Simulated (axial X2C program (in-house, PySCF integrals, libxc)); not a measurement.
Potential curves of SiC, 2c

All values were computed with an in-house relativistic program for diatomic molecules. Two-component (2c) means X2C with spin–orbit coupling and atomic mean-field two-electron Coulomb and Gaunt terms. Basis: Si dyall-v3z [8s7p2d1f], C dyall-v3z [7s6p2d1f] (cores contracted in-house); Gaussian nuclei, density fitting, unrestricted open shells. Masses: Si 27.977 u, C 12.000 u.

State: Ω = 2 (⟨Sz⟩ = 1.00, ⟨Lz⟩ = 1.00 at HF). Energies in eV from the fragments at the same level (Si + C). Fits are polynomials in 1 − R0/R over 0.85 to 1.23 times the lowest point R0.

| R (Å) | CCSD | HF | BP86 |
| --- | --- | --- | --- |
| 1.4990 |  | -1.3595 | -3.4253 |
| 1.5679 | -3.3627 | -1.9906 | -4.0821 |
| 1.6196 | -3.6359 | -2.2790 | -4.3776 |
| 1.6713 | -3.7766 | -2.4504 | -4.5430 |
| 1.7230 | -3.8144 | -2.5325 | -4.6064 |
| 1.7833 | -3.7607 | -2.5430 | -4.5821 |
| 1.8436 | -3.6311 | -2.4854 | -4.4793 |
| 1.9211 | -3.3931 | -2.3412 | -4.2682 |
| 2.0159 |  | -2.0961 | -3.9375 |
| 2.1538 |  | -1.6735 | -3.4022 |

Correlated methods: 8 electrons correlated (number of frozen shells: Si 2 s, 1 p; C 1 s), 144 virtual spin orbitals or spinors in MP2, 90 natural virtuals in coupled cluster.

Occupations by symmetry block were frozen at the best pattern of an incomplete PBE0 search. Dissociation energies refer to the lowest single-determinant-based atoms at the same level and basis. Density functionals use the spin component along the axis (collinear). CCSD ran in a truncated set of natural virtual spinors with an MP2 remainder; without triples it tends to underbind. In 2c an atomic determinant is not the ground J level, so De misses part of the atomic spin–orbit lowering. This holds for CCSD, BP86. PBE0 can misorder states that lie within some tenths of an eV, so this need not be the ground state of the molecule. The nearest other 2c determinant of the search, Ω = 1, lies 0.29 eV up at the distance of the search. The functionals have no current-density term, which raises determinants with orbital currents, atoms included. With several unpaired electrons one determinant need not be a pure state. Open-shell Ω = 0 determinants with evenly filled partner blocks cannot be reached by this program, so the Ω shown need not be the lowest component. The determinant is spin-polarised beyond a pure state at some levels (its spin-free form has ⟨S²⟩ too high), which makes Re and μ there less reliable. The T1 diagnostic is large, a sign of multireference character. Coupled cluster ran on the points near the minimum only. MP2 and coupled cluster on one determinant become unreliable at the stretched end.

(1) Fit the CCSD curve near its minimum: give the equilibrium distance, the harmonic wavenumber and the well depth.

(2) Fit the HF curve near its minimum: give the equilibrium distance, the harmonic wavenumber and the well depth.

(3) Fit the BP86 curve near its minimum: give the equilibrium distance, the harmonic wavenumber and the well depth.

Answers

(1) At CCSD, 2c: Re = 1.720 Å, ωe ≈ 982 cm⁻¹, De = 3.81 eV to Si + C; Be follows as 0.679 cm⁻¹.

(2) At HF, 2c: Re = 1.761 Å, ωe ≈ 824 cm⁻¹, De = 2.55 eV to Si + C; Be follows as 0.648 cm⁻¹.

(3) At BP86, 2c: Re = 1.737 Å, ωe ≈ 941 cm⁻¹, De = 4.61 eV to Si + C; Be follows as 0.665 cm⁻¹.
